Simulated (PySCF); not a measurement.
A PySCF script (with the pyscf-properties extension) for the NMR shieldings of `InChI=1S/C5H12S/c1-3-5(2)4-6/h5-6H,3-4H2,1-2H3/p-1/t5-/m0/s1`, on a PBE0-D3(BJ)/def2-SVP geometry:

```python
import basis_set_exchange as bse
import numpy as np
from pyscf import gto, dft
from pyscf.prop import nmr

atoms = """
C     2.058234   -0.562763   -0.003692
C     0.796369   -0.060331   -0.686386
C    -0.377171    0.231728    0.243100
C    -0.959885   -1.032809    0.868241
C    -1.453017    1.057887   -0.488486
S    -0.880991    2.659086   -1.111440
H     1.915628   -1.535042    0.501209
H     2.887889   -0.689457   -0.720565
H     2.396691    0.154228    0.763844
H     0.977760    0.899098   -1.210056
H     0.469438   -0.786565   -1.457091
H     0.001462    0.891104    1.048193
H    -0.219773   -1.600564    1.459106
H    -1.803599   -0.789396    1.536678
H    -1.347360   -1.709297    0.085117
H    -2.298009    1.180659    0.223167
H    -1.857898    0.412295   -1.302531
"""
names = dict.fromkeys(["C", "S", "H"], "pcSseg-1")
basis = {el: gto.basis.parse(bse.get_basis(n, elements=[el], fmt="nwchem")) for el, n in names.items()}
mol = gto.M(atom=atoms, basis=basis, charge=-1, verbose=0)
mf = dft.RKS(mol, xc="PBE0")
mf.grids.level = 2
mf.grids.alignment = dft.numint.BLKSIZE   # the property module wants whole blocks of grid points
mf.conv_tol = 1e-9
mf.kernel()

calc = nmr.RKS(mf)   # GIAO
C = mf.mo_coeff
Co = C[:, mf.mo_occ > 0]
resp = mf.gen_response(singlet=True, hermi=2)
def vind(x):   # induced exchange potential for any number of trial vectors
    d = np.einsum("pi,xij,qj->xpq", C, 2 * x.reshape(-1, C.shape[1], Co.shape[1]), Co, optimize=True)
    return np.einsum("xpq,pi,qj->xij", resp(d - d.transpose(0, 2, 1)), C, Co, optimize=True).ravel()
mo1, _ = nmr.rhf.solve_mo1(calc, with_cphf=vind)
sigma = calc.kernel(mo1)
for i, s in enumerate(sigma):   # ppm
    w = np.linalg.eigvalsh((s + s.T) / 2)
    print("%2d %-2s iso %8.1f  s11 %8.1f  s22 %8.1f  s33 %8.1f" % (i, mol.atom_pure_symbol(i), w.mean(), *w))
```

Question: What are the results?

Answer: 
```
 0 C  iso    168.0  s11    154.2  s22    164.4  s33    185.6
 1 C  iso    155.0  s11    135.3  s22    159.6  s33    170.1
 2 C  iso    136.2  s11    113.6  s22    142.1  s33    152.8
 3 C  iso    162.2  s11    145.1  s22    154.7  s33    186.7
 4 C  iso    134.5  s11    106.8  s22    137.9  s33    159.0
 5 S  iso    657.1  s11    459.7  s22    593.3  s33    918.3
 6 H  iso     30.5  s11     25.6  s22     30.0  s33     35.9
 7 H  iso     30.5  s11     26.0  s22     27.9  s33     37.6
 8 H  iso     30.8  s11     26.8  s22     28.8  s33     36.9
 9 H  iso     26.7  s11     19.2  s22     26.5  s33     34.3
10 H  iso     31.7  s11     27.4  s22     31.3  s33     36.5
11 H  iso     30.9  s11     28.0  s22     30.1  s33     34.7
12 H  iso     30.3  s11     25.1  s22     29.5  s33     36.3
13 H  iso     30.7  s11     26.8  s22     28.5  s33     36.7
14 H  iso     31.2  s11     28.0  s22     28.7  s33     36.8
15 H  iso     28.5  s11     21.1  s22     29.9  s33     34.5
16 H  iso     29.3  s11     23.3  s22     29.7  s33     34.8
```

These numbers come from an equivalent density-fitted implementation of the same equations, which agrees with the script to about 0.01 ppm for H and up to a few tenths of a ppm for heavy atoms, so last digits may differ.

Question: Turn these shieldings into chemical shifts. δ = σ(ref) − σ, references computed at the same level: ¹³C (σref 184.41), ¹H (σref 31.27) vs TMS; ³³S (σref 495.66) vs CS2.

Answer: Averaging equivalent atoms: C 4: 49.9; C 2: 48.3; C 1: 29.4; C 3: 22.3; C 0: 16.4; S 5: -161; H 9: 4.58; H 15: 2.74; H 16: 1.97; H 6/7/8: 0.66; H 12/13/14: 0.57; H 11: 0.35; H 10: -0.46 ppm. 

Size and cost of the density-fitted run: 164 basis functions, 19 s wall time on 1 thread of an Arm Neoverse V1, shared host.
